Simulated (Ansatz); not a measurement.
Molecule: C3H5O, charge -1, multiplicity 1. It need not be the lowest isomer of its formula. Whether it binds its extra electron was not tested at this geometry. 
Structure (B3LYP-D3(BJ)/def2-TZVP (Ansatz, an electronic-structure program) minimum search):
```xyz
9

O      0.6753     0.0857     1.2158
C      0.0609     0.1280     0.1075
C     -0.3276     1.2411    -0.6126
C     -0.2904    -1.2466    -0.5013
H     -0.9077    -1.8068     0.2094
H     -0.8522     1.1513    -1.5565
H     -0.1110     2.2368    -0.2396
H      0.6308    -1.8219    -0.6441
H     -0.8199    -1.1800    -1.4570
```
Charge -1, spin multiplicity 1.

Parts of the frozen-core correlation energy in 6-31G (Ansatz, hartree). Frozen orbitals: 4; correlated occupied orbitals by spin: 12 and 12; virtual: 30 and 30. Spin-orbit coupling is left out. No relativistic terms.

```
term                            value
-------------------------  ----------
reference (HF)             -191.24979
MP2 opposite-spin            -0.30018
MP2 same-spin                -0.09478
CCSD correlation             -0.42341
(T)                          -0.01274
T1 diagnostic                   0.015
largest doubles amplitude       0.076
```
